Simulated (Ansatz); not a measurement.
# NSi2: the cost of one run

Program: Ansatz 0.2.0, Gaussian basis. Level of theory: def2-QZVPP, core rule «outside noble gas», up to 11 orbitals frozen. These are calculated values, not measurements.

Plan: UHF; ROHF; CCSD(T) on UHF.

## 1. The geometry

The geometry is a PBE0/def2-TZVP stationary point (not a proven minimum).

3 atoms, charge 0, spin multiplicity 4.

Atoms are counted from 1 here; the program's logs count them from 0.

Bond lengths: Si1–N2 1.661 Å, N2–Si3 1.597 Å. Angles: Si1–N2–Si3 180.0°.

## 2. UHF

Contents of in.yaml:

```yaml
crystal:
  periodic: [false, false, false]
  atoms:
    - {symbol: Si, position_ang: [0.000000, 0.000000, 1.639800]}
    - {symbol: N, position_ang: [0.000000, 0.000000, -0.021300]}
    - {symbol: Si, position_ang: [0.000000, 0.000000, -1.618500]}
basis:
  gaussian: {orbitals: "def2-QZVPP.json"}
magnetization: {spin_polarized: true, initial_magnetization: 3}
hamiltonian: {xc: hf}
output: {orbitals: {seedname: orbitals}}
```

Started as:

```bash
> ansatz run in.yaml --threads 1 --pin off --events-out ev --progress --plain --max-ram 2560MiB --backend cpu
```

**Question.** How long does this run take on 1 thread of AMD EPYC 7R13, shared host, and how much memory does it need?

About 35 s, with a peak of 0.58 GiB.
